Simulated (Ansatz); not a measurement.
bcc Nb, treated with PBE (Ansatz, a first-principles code, plane waves, PAW).

Settings: plane-wave cutoff 500 eV, 30×30×30 k mesh, Fermi–Dirac smearing 0.1 eV, no spin polarisation, scalar-relativistic PAW data made under PBE.

Computed at the level's own relaxed cell.

Problem. What does this level give for the equilibrium volume per atom and lattice constant a?

Solution. 
equilibrium volume per atom: 18.16 Å³/atom
lattice constant a: 3.311 Å

Measured, for comparison: equilibrium volume per atom 17.87 Å³/atom, lattice constant a 3.294 Å (static lattice: zero-point anharmonic expansion removed; as tabulated in Mejia-Rodriguez and Trickey (2018), arXiv:1807.09216). Computed (rounded) less measured: equilibrium volume per atom +1.6 %, lattice constant a +0.5 %.

The result took very roughly 50 core-seconds.
